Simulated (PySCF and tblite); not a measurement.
Values are calculated unless marked as measured or tabulated.
C₆H₈, numbered as in [CH:1]#[C:2][CH2:3][CH2:4][CH:5]=[CH2:6]. The ensemble was built from 90 distance-geometry starts (ETKDG and KDG, MMFF94s, GFN2-xTB) and rests on PBE0-D3(BJ)/def2-SVP geometries. Weights use PBE0-D3(BJ)/def2-TZVP energies plus GFN2-xTB zero-point and thermal terms (modes under about 100 cm⁻¹ blended into free rotors). Symmetry numbers and mirror images are counted. Conformers within 4 kcal/mol (GFN2-xTB free energy) were kept, 7 at most. GIAO shieldings: PBE0/pcSseg-1. Shifts are against TMS (¹H), TMS (¹³C) at the same level. (PySCF 2.14, tblite 0.8.)

Torsions listed: C2–C3–C4–C5, C3–C4–C5–C6. Of a mirror pair one member is shown.

| conformer | shape | point group | mirror pair | ΔE(DFT) | Δ(G−E) at 180 K | δ H5 (ppm) |
| --- | --- | --- | --- | --- | --- | --- |
| 1 | 63°, 121° | C1 | yes | 0.00 | 0.00 | 6.53 |
| 2 | 179°, 119° | C1 | yes | 0.02 | -0.04 | 5.88 |
| 3 | 180°, 0° | Cs | no | 0.08 | 0.05 | 6.26 |
| 4 | -65°, 118° | C1 | yes | 0.47 | -0.03 | 5.82 |
| 5 | 68°, -1° | C1 | yes | 0.72 | 0.12 | 6.06 |

Energies in kcal/mol; the thermal term leaves out symmetry numbers and mirror images.

Q: Work out the weights at 180 K and the ¹H shift of H5 under fast exchange.

A: RT = 0.358 kcal/mol. Each conformer gets RT ln(σ/g), with σ the rotational symmetry number and g = 2 for a mirror pair: 1: σ = 1, g = 2, G = 0.00 + 0.00 − 0.25 = -0.25, 0.02 above the lowest, exp(−ΔG/RT) = 0.954; 2: σ = 1, g = 2, G = 0.02 − 0.04 − 0.25 = -0.26, 0.00 above the lowest, exp(−ΔG/RT) = 1.000; 3: σ = 1, g = 1, G = 0.08 + 0.05 + 0.00 = 0.13, 0.39 above the lowest, exp(−ΔG/RT) = 0.335; 4: σ = 1, g = 2, G = 0.47 − 0.03 − 0.25 = 0.19, 0.45 above the lowest, exp(−ΔG/RT) = 0.283; 5: σ = 1, g = 2, G = 0.72 + 0.12 − 0.25 = 0.59, 0.85 above the lowest, exp(−ΔG/RT) = 0.092. The sum is 2.664, so the weights are 35.8, 37.5, 12.6, 10.6, 3.4 %. The averaged shift is 6.16 ppm. At 298.15 K it is 6.14 ppm. At 298.15 K the leading conformer alone gives 5.88 ppm and bare DFT energies give 6.16 ppm.
